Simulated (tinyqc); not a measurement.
Inside a calculation (part 1 of 2). Method: ROHF in the sto-3g basis, for CH2, spin multiplicity 3. Computed by tinyqc, a small Python program that keeps every step (integrals from PySCF). Settings: charge = 0, multiplicity = 3, basis = sto-3g, energy threshold = 1e-09, iteration cap = 65, orthogonalisation = canonical, start = highest core orbitals, DIIS depth = 3, DIIS from iteration = 3, method = ROHF. Command: `OMP_NUM_THREADS=1 python tinyqc.py 27326 27327 out.jsonl` (the two numbers bound the seeds that draw the settings). One thread of a shared host (Intel(R) Xeon(R) Processor @ 2.60GHz), about 0.07 s of CPU time with the checks. Later iterations appear only in the table of the cycle.

## One-electron integrals

Geometry (angstrom):
```
atom       x        y       z
C     0.0000   0.0000  0.0000
H     0.0000   0.9470  0.6620
H     0.0000  -0.9490  0.6640
```

Basis sto-3g: exponents (1/bohr^2) and contraction coefficients of normalised primitives:
```
element  l (shell)  exponent  coefficient
C            s (1)   71.6168       0.1543
C            s (1)   13.0451       0.5353
C            s (1)    3.5305       0.4446
C            s (2)    2.9412      -0.1000
C            s (2)    0.6835       0.3995
C            s (2)    0.2223       0.7001
C            p (3)    2.9412       0.1559
C            p (3)    0.6835       0.6077
C            p (3)    0.2223       0.3920
H            s (1)    3.4253       0.1543
H            s (1)    0.6239       0.5353
H            s (1)    0.1689       0.4446
```

Overlap, kinetic and nuclear-attraction integrals over the contracted functions; the nuclear repulsion is the sum of Za Zb / Rab.

nuclear repulsion = 5.768322 hartree

overlap S, lower triangle:
```
         1C 1s   1C 2s  1C 2px   1C 2py  1C 2pz   2H 1s   3H 1s
1C 1s   1.0000
1C 2s   0.2484  1.0000
1C 2px  0.0000  0.0000  1.0000
1C 2py  0.0000  0.0000  0.0000   1.0000
1C 2pz  0.0000  0.0000  0.0000   0.0000  1.0000
2H 1s   0.0535  0.4538  0.0000   0.3639  0.2544  1.0000
3H 1s   0.0531  0.4522  0.0000  -0.3629  0.2539  0.1411  1.0000
```

kinetic energy T (hartree), lower triangle:
```
          1C 1s   1C 2s  1C 2px   1C 2py  1C 2pz    2H 1s   3H 1s
1C 1s   15.8911
1C 2s   -0.0859  0.4722
1C 2px   0.0000  0.0000  1.4777
1C 2py   0.0000  0.0000  0.0000   1.4777
1C 2pz   0.0000  0.0000  0.0000   0.0000  1.4777
2H 1s   -0.0120  0.0868  0.0000   0.1824  0.1275   0.7600
3H 1s   -0.0120  0.0860  0.0000  -0.1810  0.1267  -0.0085  0.7600
```

nuclear attraction V (hartree), lower triangle:
```
           1C 1s    1C 2s   1C 2px   1C 2py   1C 2pz    2H 1s    3H 1s
1C 1s   -34.5676
1C 2s    -4.4194  -6.0857
1C 2px    0.0000   0.0000  -5.9683
1C 2py   -0.0001  -0.0005   0.0000  -6.1203
1C 2pz   -0.0172  -0.1815   0.0000  -0.0002  -6.0426
2H 1s    -0.9677  -2.3262   0.0000  -1.7197  -1.2459  -4.2077
3H 1s    -0.9613  -2.3162   0.0000   1.7132  -1.2424  -0.6486  -4.2017
```

core Hamiltonian H = T + V (hartree), lower triangle:
```
           1C 1s    1C 2s   1C 2px   1C 2py   1C 2pz    2H 1s    3H 1s
1C 1s   -18.6765
1C 2s    -4.5053  -5.6134
1C 2px    0.0000   0.0000  -4.4905
1C 2py   -0.0001  -0.0005   0.0000  -4.6426
1C 2pz   -0.0172  -0.1815   0.0000  -0.0002  -4.5649
2H 1s    -0.9797  -2.2395   0.0000  -1.5373  -1.1184  -3.4477
3H 1s    -0.9734  -2.2303   0.0000   1.5321  -1.1157  -0.6571  -3.4417
```

## Two-electron integrals

Functions are numbered as in S; the eight-fold symmetry (ij|kl) = (ji|kl) = (kl|ij) leaves the list below.

Two-electron integrals (ij|kl) in chemists' order, unique and non-zero (hartree):
```
(11|11) 3.5419      (21|11) 0.5769      (21|21) 0.1119      (22|11) 0.8547
(22|21) 0.2053      (22|22) 0.6247      (31|31) 0.0203      (32|31) 0.0309
(32|32) 0.1380      (33|11) 0.8524      (33|21) 0.2053      (33|22) 0.6246
(33|33) 0.6728      (41|41) 0.0203      (42|41) 0.0309      (42|42) 0.1380
(43|43) 0.0363      (44|11) 0.8524      (44|21) 0.2053      (44|22) 0.6246
(44|33) 0.6003      (44|44) 0.6728      (51|51) 0.0203      (52|51) 0.0309
(52|52) 0.1380      (53|53) 0.0363      (54|54) 0.0363      (55|11) 0.8524
(55|21) 0.2053      (55|22) 0.6246      (55|33) 0.6003      (55|44) 0.6003
(55|55) 0.6728      (61|11) 0.1250      (61|21) 0.0241      (61|22) 0.0441
(61|33) 0.0440      (61|41) 0.0012      (61|42) 0.0022      (61|44) 0.0443
(61|51) 0.0008      (61|52) 0.0016      (61|54) 2.21e-04    (61|55) 0.0441
(61|61) 0.0053      (62|11) 0.3000      (62|21) 0.0730      (62|22) 0.2446
(62|33) 0.2387      (62|41) 0.0057      (62|42) 0.0393      (62|44) 0.2504
(62|51) 0.0040      (62|52) 0.0275      (62|54) 0.0082      (62|55) 0.2444
(62|61) 0.0164      (62|62) 0.1256      (63|31) 0.0074      (63|32) 0.0392
(63|43) 0.0077      (63|53) 0.0054      (63|63) 0.0154      (64|11) 0.2096
(64|21) 0.0517      (64|22) 0.1835      (64|33) 0.1742      (64|41) 0.0109
(64|42) 0.0665      (64|44) 0.1978      (64|51) 0.0025      (64|52) 0.0191
(64|54) 0.0111      (64|55) 0.1782      (64|61) 0.0122      (64|62) 0.1119
(64|64) 0.1133      (65|11) 0.1465      (65|21) 0.0361      (65|22) 0.1283
(65|33) 0.1218      (65|41) 0.0025      (65|42) 0.0191      (65|44) 0.1275
(65|51) 0.0091      (65|52) 0.0525      (65|54) 0.0117      (65|55) 0.1353
(65|61) 0.0085      (65|62) 0.0782      (65|64) 0.0685      (65|65) 0.0633
(66|11) 0.4498      (66|21) 0.1114      (66|22) 0.4239      (66|33) 0.4014
(66|41) 0.0109      (66|42) 0.1013      (66|44) 0.4464      (66|51) 0.0077
(66|52) 0.0708      (66|54) 0.0315      (66|55) 0.4234      (66|61) 0.0254
(66|62) 0.2749      (66|64) 0.2707      (66|65) 0.1892      (66|66) 0.7746
(71|11) 0.1241      (71|21) 0.0239      (71|22) 0.0438      (71|33) 0.0437
(71|41) -0.0012     (71|42) -0.0022     (71|44) 0.0440      (71|51) 0.0008
(71|52) 0.0016      (71|54) -2.20e-04   (71|55) 0.0438      (71|61) 0.0051
(71|62) 0.0154      (71|64) 0.0104      (71|65) 0.0080      (71|66) 0.0233
(71|71) 0.0052      (72|11) 0.2987      (72|21) 0.0727      (72|22) 0.2436
(72|33) 0.2377      (72|41) -0.0057     (72|42) -0.0392     (72|44) 0.2493
(72|51) 0.0040      (72|52) 0.0274      (72|54) -0.0081     (72|55) 0.2434
(72|61) 0.0154      (72|62) 0.0912      (72|64) 0.0582      (72|65) 0.0553
(72|66) 0.1572      (72|71) 0.0162      (72|72) 0.1246      (73|31) 0.0074
(73|32) 0.0390      (73|43) -0.0077     (73|53) 0.0054      (73|63) 0.0105
(73|73) 0.0153      (74|11) -0.2088     (74|21) -0.0515     (74|22) -0.1829
(74|33) -0.1736     (74|41) 0.0109      (74|42) 0.0662      (74|44) -0.1971
(74|51) -0.0024     (74|52) -0.0191     (74|54) 0.0111      (74|55) -0.1776
(74|61) -0.0104     (74|62) -0.0582     (74|64) -0.0276     (74|65) -0.0346
(74|66) -0.0923     (74|71) -0.0120     (74|72) -0.1112     (74|74) 0.1126
(75|11) 0.1461      (75|21) 0.0360      (75|22) 0.1279      (75|33) 0.1215
(75|41) -0.0024     (75|42) -0.0191     (75|44) 0.1272      (75|51) 0.0091
(75|52) 0.0523      (75|54) -0.0116     (75|55) 0.1350      (75|61) 0.0080
(75|62) 0.0554      (75|64) 0.0346      (75|65) 0.0435      (75|66) 0.1015
(75|71) 0.0084      (75|72) 0.0778      (75|74) -0.0681     (75|75) 0.0629
(76|11) 0.0810      (76|21) 0.0198      (76|22) 0.0694      (76|33) 0.0673
(76|41) -7.34e-07   (76|42) -9.96e-06   (76|44) 0.0693      (76|51) 0.0018
(76|52) 0.0131      (76|54) -3.24e-06   (76|55) 0.0714      (76|61) 0.0044
(76|62) 0.0326      (76|64) 0.0252      (76|65) 0.0223      (76|66) 0.0679
(76|71) 0.0043      (76|72) 0.0325      (76|74) -0.0251     (76|75) 0.0223
(76|76) 0.0104      (77|11) 0.4488      (77|21) 0.1111      (77|22) 0.4232
(77|33) 0.4007      (77|41) -0.0109     (77|42) -0.1010     (77|44) 0.4456
(77|51) 0.0076      (77|52) 0.0707      (77|54) -0.0314     (77|55) 0.4227
(77|61) 0.0234      (77|62) 0.1575      (77|64) 0.0925      (77|65) 0.1016
(77|66) 0.2777      (77|71) 0.0252      (77|72) 0.2738      (77|74) -0.2697
(77|75) 0.1887      (77|76) 0.0679      (77|77) 0.7746
```

## Orthogonalisation

S = U s U^T; canonical form X = U s^(-1/2), so that X^T S X = 1. Each column of U has its largest component positive (the first on a tie).

eigenvalues of S: 0.3137  0.4107  0.8677  1.0000  1.1024  1.4482  1.8572

X:
```
              1        2        3       4        5        6       7
1C 1s   -0.3023   0.0031   0.7724  0.0000  -0.6011  -0.0004  0.1725
1C 2s    1.1850  -0.0091  -0.3420  0.0000  -0.3038  -0.0009  0.4379
1C 2px   0.0000   0.0000   0.0000  1.0000   0.0000   0.0000  0.0000
1C 2py   0.0104   1.0255   0.0000  0.0000   0.0005   0.6263  0.0011
1C 2pz   0.6034  -0.0050   0.6217  0.0000   0.6477  -0.0007  0.2177
2H 1s   -0.8234  -0.8250  -0.1616  0.0000   0.1304   0.3852  0.3679
3H 1s   -0.8060   0.8379  -0.1620  0.0000   0.1306  -0.3872  0.3663
```

## Starting guess

The start is the highest orbitals of the core Hamiltonian (a deliberately bad start); D(s) = C_occ C_occ^T for each spin.

D(alpha) at the start, lower triangle:
```
          1C 1s    1C 2s  1C 2px   1C 2py   1C 2pz    2H 1s   3H 1s
1C 1s    0.0183
1C 2s   -0.1034   0.6953
1C 2px   0.0000   0.0000  1.0000
1C 2py   0.0003   0.0001  0.0000   1.4440
1C 2pz   0.0783  -0.1892  0.0000  -0.0001   0.9035
2H 1s    0.0609  -0.6062  0.0000  -0.6125  -0.3304   1.6546
3H 1s    0.0607  -0.6017  0.0000   0.6094  -0.3286  -0.0297  1.6484
```

D(beta) at the start, lower triangle:
```
          1C 1s    1C 2s  1C 2px   1C 2py   1C 2pz    2H 1s   3H 1s
1C 1s    0.0183
1C 2s   -0.1034   0.6953
1C 2px   0.0000   0.0000  0.0000
1C 2py  -0.0001   0.0019  0.0000   0.2445
1C 2pz   0.0783  -0.1892  0.0000   0.0011   0.9035
2H 1s    0.0609  -0.6065  0.0000  -0.4490  -0.3305   1.6323
3H 1s    0.0606  -0.6015  0.0000   0.4456  -0.3284  -0.0074  1.6260
```

## Iteration 1: building the Fock matrix

J_ij = sum D_kl (ij|kl) with D = D(alpha) + D(beta), K_ij = sum D_kl (ik|jl) for each spin; F = H + J - K(s); E = tr D H + tr D J / 2 - 0.5 sum_s tr D(s) K(s) + E_nn.

Coulomb J (hartree), lower triangle:
```
          1C 1s    1C 2s  1C 2px   1C 2py  1C 2pz   2H 1s   3H 1s
1C 1s    5.1970
1C 2s    1.2580   4.1257
1C 2px   0.0000   0.0000  4.0258
1C 2py   0.0000  -0.0001  0.0000   4.1999
1C 2pz  -0.0202   0.0175  0.0000   0.0001  4.1483
2H 1s    0.2696   1.7690  0.0000   1.4082  0.9887  3.6938
3H 1s    0.2679   1.7625  0.0000  -1.4041  0.9866  0.5195  3.6918
```

exchange K(alpha) (hartree), lower triangle:
```
          1C 1s    1C 2s  1C 2px   1C 2py  1C 2pz   2H 1s   3H 1s
1C 1s    0.0767
1C 2s    0.0945   0.5598
1C 2px   0.0000   0.0000  0.7796
1C 2py  -0.0001  -0.0012  0.0000   0.8505
1C 2pz  -0.0148  -0.2831  0.0000  -0.0005  0.6613
2H 1s    0.0213   0.2308  0.0000   0.3014  0.0877  0.7773
3H 1s    0.0212   0.2307  0.0000  -0.3015  0.0881  0.0408  0.7782
```

exchange K(beta) (hartree), lower triangle:
```
          1C 1s    1C 2s  1C 2px   1C 2py  1C 2pz   2H 1s   3H 1s
1C 1s    0.0328
1C 2s    0.0291   0.2804
1C 2px   0.0000   0.0000  0.0681
1C 2py   0.0000   0.0000  0.0000   0.1302
1C 2pz  -0.0139  -0.2752  0.0000   0.0002  0.5883
2H 1s    0.0028   0.1349  0.0000   0.1348  0.0779  0.6921
3H 1s    0.0028   0.1346  0.0000  -0.1345  0.0779  0.0448  0.6931
```

F(alpha) (hartree), lower triangle:
```
           1C 1s    1C 2s   1C 2px   1C 2py   1C 2pz    2H 1s    3H 1s
1C 1s   -13.5561
1C 2s    -3.3418  -2.0474
1C 2px    0.0000   0.0000  -1.2444
1C 2py    0.0000   0.0006   0.0000  -1.2932
1C 2pz   -0.0227   0.1191   0.0000   0.0003  -1.0779
2H 1s    -0.7313  -0.7013   0.0000  -0.4305  -0.2174  -0.5312
3H 1s    -0.7267  -0.6985   0.0000   0.4296  -0.2172  -0.1784  -0.5281
```

F(beta) (hartree), lower triangle:
```
           1C 1s    1C 2s   1C 2px   1C 2py   1C 2pz    2H 1s    3H 1s
1C 1s   -13.5123
1C 2s    -3.2765  -1.7681
1C 2px    0.0000   0.0000  -0.5329
1C 2py   -0.0001  -0.0007   0.0000  -0.5729
1C 2pz   -0.0235   0.1112   0.0000  -0.0004  -1.0049
2H 1s    -0.7128  -0.6054   0.0000  -0.2639  -0.2077  -0.4460
3H 1s    -0.7082  -0.6023   0.0000   0.2625  -0.2070  -0.1824  -0.4430
```

total energy of this density = -11.818472 hartree

## Iteration 1: Roothaan effective Fock matrix

With projectors Pc = D(beta) S, Po = (D(alpha) - D(beta)) S, Pv = 1 - D(alpha) S, the block xy is Px^T F Py; with Fc = (F(alpha) + F(beta))/2, the blocks are Fc for cc, oo, vv and cv, F(beta) for co and F(alpha) for ov.

effective F (hartree), lower triangle:
```
           1C 1s    1C 2s   1C 2px   1C 2py   1C 2pz    2H 1s    3H 1s
1C 1s   -13.5342
1C 2s    -3.3091  -1.9078
1C 2px    0.0000   0.0000  -0.8886
1C 2py    0.0000   0.0001   0.0000  -0.9425
1C 2pz   -0.0231   0.1151   0.0000   0.0002  -1.0414
2H 1s    -0.7221  -0.6533   0.0000  -0.3658  -0.2125  -0.4980
3H 1s    -0.7175  -0.6505   0.0000   0.3648  -0.2122  -0.1709  -0.4951
```

## Iteration 1: diagonalisation and new density

Diagonalise F' = X^T F X, C = X C', fill 5 alpha and 3 beta electrons from the bottom; D(s) = C_occ C_occ^T. Each column has its largest component positive (the first on a tie).

F' = X^T F X (hartree), lower triangle:
```
         1        2        3        4        5        6        7
1  -0.4113
2   0.0031  -0.1955
3   1.0293  -0.0132  -6.7574
4   0.0000   0.0000   0.0000  -0.8886
5  -0.8863   0.0119   5.4599   0.0000  -6.5046
6  -0.0022  -0.3051   0.0054   0.0000  -0.0052  -0.8202
7   0.0406  -0.0023  -2.6810   0.0000   2.7598   0.0020  -2.1472
```

orbital energies (hartree): MO1 -13.5346, MO2 -1.2468, MO3 -0.9656, MO4 -0.9445, MO5 -0.8886, MO6 -0.0735, MO7 -0.0712

coefficients C:
```
            MO1      MO2      MO3      MO4     MO5      MO6      MO7
1C 1s    1.0014  -0.2160  -0.1328  -0.0011  0.0000   0.1099   0.0006
1C 2s   -0.0065   0.8943   0.5389   0.0043  0.0000  -0.8455  -0.0033
1C 2px   0.0000   0.0000   0.0000   0.0000  1.0000   0.0000   0.0000
1C 2py   0.0000   0.0002  -0.0088   0.9669  0.0000  -0.0066   0.7135
1C 2pz   0.0008  -0.5124   0.8565   0.0076  0.0000  -0.4703  -0.0021
2H 1s    0.0022  -0.0128  -0.0037   0.0442  0.0000   0.9244  -0.9105
3H 1s    0.0021  -0.0128  -0.0033  -0.0437  0.0000   0.9103   0.9211
```

D(alpha) after iteration 1, lower triangle:
```
          1C 1s    1C 2s  1C 2px   1C 2py  1C 2pz    2H 1s   3H 1s
1C 1s    1.0671
1C 2s   -0.2713   1.0903
1C 2px   0.0000   0.0000  1.0000
1C 2py   0.0000  -0.0004  0.0000   0.9349
1C 2pz  -0.0023   0.0034  0.0000  -0.0003  0.9963
2H 1s    0.0054  -0.0132  0.0000   0.0428  0.0037   0.0021
3H 1s    0.0054  -0.0134  0.0000  -0.0422  0.0034  -0.0018  0.0021
```

D(beta) after iteration 1, lower triangle:
```
          1C 1s    1C 2s  1C 2px   1C 2py  1C 2pz   2H 1s   3H 1s
1C 1s    1.0671
1C 2s   -0.2713   1.0903
1C 2px   0.0000   0.0000  0.0000
1C 2py   0.0011  -0.0046  0.0000   0.0001
1C 2pz  -0.0023   0.0034  0.0000  -0.0076  0.9962
2H 1s    0.0054  -0.0134  0.0000   0.0000  0.0034  0.0002
3H 1s    0.0053  -0.0132  0.0000   0.0000  0.0037  0.0002  0.0002
```

## Iteration 2: building the Fock matrix

As before.

Coulomb J (hartree), lower triangle:
```
          1C 1s    1C 2s  1C 2px   1C 2py  1C 2pz   2H 1s   3H 1s
1C 1s   12.1596
1C 2s    2.3674   5.4289
1C 2px   0.0000   0.0000  5.3997
1C 2py  -0.0002  -0.0012  0.0000   5.3982
1C 2pz   0.0006   0.0038  0.0000  -0.0006  5.4723
2H 1s    0.5108   2.0604  0.0000   1.5108  1.0683  3.4406
3H 1s    0.5075   2.0528  0.0000  -1.5070  1.0662  0.5790  3.4370
```

exchange K(alpha) (hartree), lower triangle:
```
         1C 1s   1C 2s  1C 2px   1C 2py  1C 2pz   2H 1s   3H 1s
1C 1s   3.6495
1C 2s   0.6687  1.0895
1C 2px  0.0000  0.0000  0.8977
1C 2py  0.0000  0.0000  0.0000   0.8878
1C 2pz  0.0000  0.0029  0.0000   0.0000  0.8973
2H 1s   0.1530  0.4138  0.0000   0.2673  0.1833  0.3347
3H 1s   0.1520  0.4120  0.0000  -0.2662  0.1827  0.1151  0.3322
```

exchange K(beta) (hartree), lower triangle:
```
          1C 1s    1C 2s  1C 2px   1C 2py  1C 2pz   2H 1s   3H 1s
1C 1s    3.6101
1C 2s    0.6084   0.8157
1C 2px   0.0000   0.0000  0.1897
1C 2py  -0.0001  -0.0033  0.0000   0.1884
1C 2pz  -0.0002   0.0005  0.0000  -0.0049  0.8251
2H 1s    0.1347   0.3043  0.0000   0.0495  0.1629  0.1889
3H 1s    0.1340   0.3056  0.0000  -0.0543  0.1657  0.1364  0.1918
```

F(alpha) (hartree), lower triangle:
```
           1C 1s    1C 2s  1C 2px   1C 2py   1C 2pz    2H 1s    3H 1s
1C 1s   -10.1664
1C 2s    -2.8067  -1.2740
1C 2px    0.0000   0.0000  0.0115
1C 2py   -0.0003  -0.0017  0.0000  -0.1322
1C 2pz   -0.0167  -0.1806  0.0000  -0.0008   0.0101
2H 1s    -0.6218  -0.5929  0.0000  -0.2938  -0.2334  -0.3417
3H 1s    -0.6178  -0.5895  0.0000   0.2913  -0.2322  -0.1932  -0.3368
```

F(beta) (hartree), lower triangle:
```
           1C 1s    1C 2s  1C 2px   1C 2py   1C 2pz    2H 1s    3H 1s
1C 1s   -10.1269
1C 2s    -2.7463  -1.0001
1C 2px    0.0000   0.0000  0.7195
1C 2py   -0.0002   0.0016  0.0000   0.5671
1C 2pz   -0.0164  -0.1782  0.0000   0.0041   0.0823
2H 1s    -0.6036  -0.4834  0.0000  -0.0760  -0.2130  -0.1959
3H 1s    -0.5998  -0.4831  0.0000   0.0794  -0.2152  -0.2145  -0.1965
```

total energy of this density = -37.440893 hartree

## Iteration 2: Roothaan effective Fock matrix

As before.

effective F (hartree), lower triangle:
```
           1C 1s    1C 2s  1C 2px   1C 2py   1C 2pz    2H 1s    3H 1s
1C 1s   -10.1467
1C 2s    -2.7765  -1.1370
1C 2px    0.0000   0.0000  0.3655
1C 2py   -0.0001   0.0006  0.0000   0.2126
1C 2pz   -0.0166  -0.1794  0.0000   0.0017   0.0462
2H 1s    -0.6127  -0.5378  0.0000  -0.1585  -0.2229  -0.2472
3H 1s    -0.6089  -0.5367  0.0000   0.1599  -0.2239  -0.2248  -0.2463
```

## Iteration 2: diagonalisation and new density

As before.

F' = X^T F X (hartree), lower triangle:
```
         1        2        3       4        5        6        7
1   0.5179
2   0.0037   0.7362
3   0.6806  -0.0090  -4.3901
4   0.0000   0.0000   0.0000  0.3655
5  -0.4706   0.0082   4.5477  0.0000  -4.4973
6   0.0026   0.1903   0.0043  0.0000  -0.0030  -0.0772
7   0.1365  -0.0015  -2.1225  0.0000   2.1842   0.0039  -1.6716
```

orbital energies (hartree): MO1 -10.1547, MO2 -0.5917, MO3 -0.1195, MO4 0.0653, MO5 0.3655, MO6 0.6399, MO7 0.7785

coefficients C:
```
            MO1      MO2      MO3      MO4     MO5      MO6      MO7
1C 1s    0.9917  -0.2032  -0.0009   0.1645  0.0000  -0.1653  -0.0021
1C 2s    0.0352   0.6033   0.0022  -0.7070  0.0000   0.9696   0.0132
1C 2px   0.0000   0.0000   0.0000   0.0000  1.0000   0.0000   0.0000
1C 2py   0.0000  -0.0017   0.3887   0.0005  0.0000  -0.0120   1.1370
1C 2pz   0.0059   0.2339  -0.0036   0.7261  0.0000   0.7971   0.0108
2H 1s   -0.0079   0.3030   0.5581   0.2327  0.0000  -0.8265  -0.7383
3H 1s   -0.0079   0.3040  -0.5569   0.2265  0.0000  -0.8430   0.7174
```

D(alpha) after iteration 2, lower triangle:
```
          1C 1s    1C 2s  1C 2px   1C 2py  1C 2pz    2H 1s   3H 1s
1C 1s    1.0518
1C 2s   -0.2040   0.8650
1C 2px   0.0000   0.0000  1.0000
1C 2py   0.0001  -0.0005  0.0000   0.1511
1C 2pz   0.0778  -0.3720  0.0000  -0.0014  0.5819
2H 1s   -0.0317   0.0193  0.0000   0.2165  0.2378   0.4575
3H 1s   -0.0318   0.0217  0.0000  -0.2169  0.2375  -0.1659  0.4539
```

D(beta) after iteration 2, lower triangle:
```
          1C 1s    1C 2s  1C 2px   1C 2py  1C 2pz    2H 1s   3H 1s
1C 1s    1.0248
1C 2s   -0.0877   0.3652
1C 2px   0.0000   0.0000  0.0000
1C 2py   0.0000  -0.0002  0.0000   0.1511
1C 2pz  -0.0417   0.1413  0.0000  -0.0018  0.0548
2H 1s   -0.0699   0.1837  0.0000   0.2164  0.0688   0.4034
3H 1s   -0.0691   0.1819  0.0000  -0.2170  0.0730  -0.2186  0.4026
```
